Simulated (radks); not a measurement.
**F²⁺ in 1s1.75 2s2 2p3 3s0.25: an all-electron calculation**

Wanted: eigenvalues, radial structure and energy terms of the fluorine ion F2+.

Method: non-relativistic Kohn-Sham, revPBE, spin-polarised, spherical densities, point nucleus; open shells are filled with parallel spins first. Code: radks (a radial shooting solver on a logarithmic mesh, Libxc functionals) version 1.

## (1) The system

```
element       : fluorine (Z = 9)
charge        : +2
electrons     : 7
configuration : 1s1.75 2s2 2p3 3s0.25
```

## (2) The calculation

Input:

```text
Z 9
configuration 1s1.75 2s2 2p3 3s0.25
relativity non-relativistic
functional pbe_r,pbe
spin polarised
nucleus point
```

Run with:

```
> python run_ks.py task.json out
```

All runs below come from this command, one after another.

What does the calculation give?

**Answer**, as computed:

```
                        quantity                   value
                    total energy       -91.36735 hartree
exchange-correlation share of it                  9.62 %
                            −T/E                  0.9982
          highest occupied level       3s up, -17.330 eV
    most extended occupied level  3s up, <r> = 2.84 bohr
 radius at density 0.001 e/bohr³               2.94 bohr
    maxima of the radial density                       2
```

What this shows: The radial density shows 2 maxima for 3 occupied principal shells; where shells overlap, one shows as a shoulder or not at all. The ratio −T/E is 0.9982; for a non-relativistic Coulomb system it is 1 up to the kinetic part of correlation. This is not the tabulated ground configuration, so its levels and sizes aren't those of the ground state, and no measured value stands beside it.
